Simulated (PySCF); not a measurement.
# Substituent chemical shifts

Parent skeleton `[CH2:1]1[CH2:2][O:3][CH2:4]1`; one hydrogen on atom 1 is replaced by X. Hydrogens on one atom are averaged.

- geometry: GFN2-xTB
- shieldings: GIAO PBE0/pcSseg-1
- code: PySCF 2.14.0 with density-fitted response routines
- equivalent nuclei averaged, no solvent model, no relativistic terms, single conformer

Chemical shifts δ = σref − σ; ¹³C, ¹H against TMS; ¹⁷O against H2O, all at this level.

Parent (X = H): C1 23.3, C2/C4 73.6, O3 16.4, H(C1) 2.68, H(C2)/H(C4) 4.90 ppm. Effects are Δδ = δ(X) − δ(H), positive for deshielding.

Task: Order these by the shift of H(C1), most shielded first.
A. X = Ph
B. X = CH2Cl
C. X = cBu

Result: C (+0.12 ppm), B (+0.45 ppm), A (+1.17 ppm).

Task: Order these by the shift of C2/C4, most shielded first.
A. X = cBu
B. X = CH=NMe
C. X = Ph

Result: B (+1.7 ppm), A (+4.8 ppm), C (+9.9 ppm).

Experimental scales use liquid or dissolved standards, which lie at an offset from isolated H2O (liquid H2O: subtract about 36 ppm).
